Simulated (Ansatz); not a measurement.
CH3NS (`N=CS`). Total charge 0; spin multiplicity 1.

Cartesian coordinates in Å:
```
N 0.056 0.160 1.374
C -0.089 0.048 0.128
S 1.235 -0.554 -0.853
H -0.790 0.520 1.809
H -0.993 0.298 -0.437
H 0.580 -0.473 -2.022
```

List the harmonic frequencies (cm⁻¹, unscaled) at PBE0-D4/def2-TZVP in Ansatz. (Best estimate.)

Computed: 284, 415, 731, 748, 970, 1059, 1179, 1377, 1692, 2722, 3064, 3513.

Is this a minimum?

Yes, all 12 modes are real.

Give the ideal-gas thermochemistry at 298.15 K and 1 bar (rigid rotor, harmonic oscillator; point group Cs, symmetry number 1).

Zero-point energy 106.2 kJ/mol; H(298) − E = 118.8 kJ/mol; entropy 268.0 J/(mol·K), of which translation 160.1, rotation 94.5, vibration 13.3; G(298) − E = 38.9 kJ/mol.

Rotational constants (cm⁻¹)?

1.986, 0.2035, 0.1846.
